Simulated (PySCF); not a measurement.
Orbital picture of BC

M06-L at R = 1.493 Å; basis B aug-cc-pVDZ, C aug-cc-pVDZ; no relativity; PySCF 2.14. State: ⁴Σ⁻ (quartet), unpaired electrons σ ↑, π ↑↑. Only the outer orbitals are listed, counted within each symmetry.

```tsv
spin	orbital	occ.	ε (eV)	on B (%)	main shells (%)
α	3σ	1	-18.21	39	56 C s, 28 B s, 10 B p
α	4σ	1	-9.76	61	57 B s, 23 C s, 15 C p
α	1π	1	-7.75	34	64 C p, 34 B p
α	1π	1	-7.75	34	64 C p, 34 B p
α	5σ	1	-6.82	49	41 C p, 36 B p, 12 B s
α	2π	0	-1.99	66	62 B p, 32 C p
α	2π	0	-1.99	66	62 B p, 32 C p
β	3σ	1	-15.29	53	44 C s, 37 B s, 15 B p
β	4σ	1	-7.01	34	35 C p, 32 B s, 32 C s
β	1π	0	-4.97	46	54 C p, 43 B p
β	1π	0	-4.97	46	54 C p, 43 B p
β	5σ	0	-4.10	69	37 B p, 32 B s, 20 C p
```

Problem. Which are the highest filled and the lowest empty level, where do they sit, and how wide is the gap?

Solution. Highest filled α 5σ at -6.82 eV (in %: 41 C p, 36 B p, 12 B s); lowest empty β 1π at -4.97 eV (in %: 54 C p, 43 B p); the gap at M06-L is 1.85 eV.

The bond order (Mayer) is 1.80. The ⟨S²⟩ is 3.762, the charge on B (Mulliken, basis-dependent) is -0.05 and the charge on B (Löwdin, basis-dependent) is 0.24. The dipole moment (positive dipole means B(−)C(+)) is -1.53 D.

The state is the lowest determinant that a PBE0 search found; another state may lie lower at other levels.
